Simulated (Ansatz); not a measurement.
CH$_{3}$N$_{2}$, doublet: from triple and quadruple zeta to the limit

```xyz
6

N    -1.8605   -0.0132   -0.0206
H    -2.1578    0.9546   -0.0206
H    -2.1578   -0.4155    0.8596
H    -0.7535   -0.0132   -0.0206
N     1.7336   -0.0132   -0.0206
C     0.5735   -0.0132   -0.0206
```

Connectivity, by distances: NH2 ··· N–C, 1 bridging H.

Ansatz 0.2.0, UHF determinant, valence electrons correlated. Energies in eV.

```json
{"set": "def2-TZVPP", "X": "3", "functions": "135", "Hartree–Fock": "-4039.2267", "MP2 correlation": "-14.7212", "CCSD(T) correlation": "-16.3213", "time": "17 s on 1 × NVIDIA H100 80GB HBM3 with 1 thread of AMD EPYC 7R13 Processor (Zen 3), with other jobs on the host"}
{"set": "def2-QZVPP", "X": "4", "functions": "261", "Hartree–Fock": "-4039.4001", "MP2 correlation": "-15.7202", "CCSD(T) correlation": "-17.2273", "time": "35 s on 1 × NVIDIA H100 80GB HBM3 with 1 thread of AMD EPYC 7R13 Processor (Zen 3), with other jobs on the host"}
```

Hartree–Fock is taken to follow E(X) = E∞ + A·exp(−7.88·√X), correlation E(X) = E∞ + B·X^−2.97.

Cautions: higher spins were not checked; strong correlation; ⟨S²⟩ of the determinant is 0.94 against 0.75, spin contaminated.

Question: Work out the CCSD(T) energy at the limit, and how far the shortcut misses it that extrapolates MP2 and adds CCSD(T) minus MP2 from the smaller set.

Answer: Hartree–Fock: E∞ = E4 + 0.1377·(E4 − E3) = -4039.4240. Correlation: E∞ = E4 + 0.7407·(E4 − E3) = -17.8985 for CCSD(T) and -16.4602 for MP2. The limit is -4057.3225 eV, 0.695 eV below def2-QZVPP. The shortcut gives a correlation energy of -16.4602 + (-1.6001) = -18.0603, 162 meV lower than the direct value.
